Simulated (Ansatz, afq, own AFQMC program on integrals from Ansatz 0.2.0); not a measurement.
Integrals from Ansatz 0.2.0, then the random walk in our own AFQMC program (afq).

```yaml
crystal:
  periodic: [false, false, false]
  atoms:
    - {symbol: Ge, position_ang: [-0.930854, 0.014100, 0.000000]}
    - {symbol: H, position_ang: [-1.442304, 1.460699, 0.000001]}
    - {symbol: H, position_ang: [-1.442304, -0.709200, 1.252791]}
    - {symbol: H, position_ang: [-1.442304, -0.709199, -1.252792]}
    - {symbol: H, position_ang: [0.986146, 0.014100, 0.000000]}
    - {symbol: Si, position_ang: [2.426146, 0.014100, 0.000000]}
    - {symbol: H, position_ang: [2.822581, -1.465414, -0.000001]}
basis:
  gaussian: {orbitals: cc-pVDZ}
magnetization: {spin_polarized: false, initial_magnetization: 1}
correlation: {method: ccsd_t, electrons: outside_noble_gas, hamiltonian_folder: ham}
```

```sh
$ ansatz run in.yaml --threads 1 --pin off --events-out ev --progress --plain --max-ram 16896MiB --backend cuda --devices 0, --max-vram 18GiB
```

afq runs on the folder ham with

```
--method phaseless --trial hf --walkers 4000 --populations 20 --least-time 40 --time-step 0.005 --steps-per-block 20 --equilibration-blocks 112 --max-blocks 4000 --target-error 0.001050 --factor-cut 1e-05 --start spin_pure --seed 5425 --taylor-order 6
```

Times are imaginary, in 1/Eh. The walk had a cap of 68 s. With eight or more populations the least sampling time is a fifth of least-time, and the error comes from their spread. Filled inner d shells are frozen with the cores.

afq prints:

```
orbitals 51  electrons 7 6  factors 407 of 726
reference energy -2367.01352465 Eh
CCSD correlation -0.25188182 Eh in 17 cycles, weight of the determinant in the CISD state 0.8292
energy of the start -2367.013525 Eh
 block  time / (1/Eh)  mean weight  energy / Eh
     1     0.100  1.0007  -2367.054662
     2     0.200  1.0011  -2367.088344
     3     0.300  1.0013  -2367.115512
     4     0.400  1.0012  -2367.137096
     5     0.500  1.0012  -2367.154876
     9     0.900  1.0006  -2367.202151
    21     2.100  0.9999  -2367.253408
    41     4.100  1.0000  -2367.268952
    61     6.100  0.9997  -2367.271688
    81     8.100  1.0002  -2367.272785
   101    10.100  1.0000  -2367.270052
   121    12.100  1.0000  -2367.281139
   141    14.100  1.0003  -2367.276673
   161    16.100  1.0001  -2367.268461
   181    18.100  1.0002  -2367.274641
   201    20.100  0.9998  -2367.270260
error from the spread of 20 populations
energy -2367.273347 +/- 0.001039 Eh
(rows thinned)
```

The run passed its tests (sampling time, drift between the halves within three errors, error under three times the target), which doesn't prove that it has relaxed. The second half of the sampling lies above the first by 2.4 errors of their difference, so the energy may still be moving and its error bar be too small.

Against this walk (error 28.3 meV) on the same determinant: CCSD(T) 6.7 meV higher (within the noise), CCSDT(Q) 54.8 meV lower (within the noise), a separate phaseless walk with a CISD trial and standard settings 34.3 ± 28.5 meV lower (within the noise). The error is statistical and leaves out the bias of the constraint.

Cautions: constraint bias not in the error; no relativity below Rb; no spin-orbit coupling; inner d shell frozen; higher spins were not checked; a spin-contaminated unrestricted determinant lies lower (UHF 247 meV lower, ⟨S²⟩ 1.28).

The walk took 23 s on 1 × NVIDIA H100 80GB HBM3 with 2 threads of AMD EPYC 7R13 Processor (Zen 3) (shared host) (the card was shared). The log's last line is the phaseless energy.

CCSDT and higher add their correlation energy to the determinant of the CCSD(T) run, since their own runs factorise the integrals more tightly (a shift of under 2 meV). A walk keeps the symmetry of its determinant, which the program's search chose and which needn't be the lowest solution, so a lower state of the same spin and another symmetry isn't excluded.
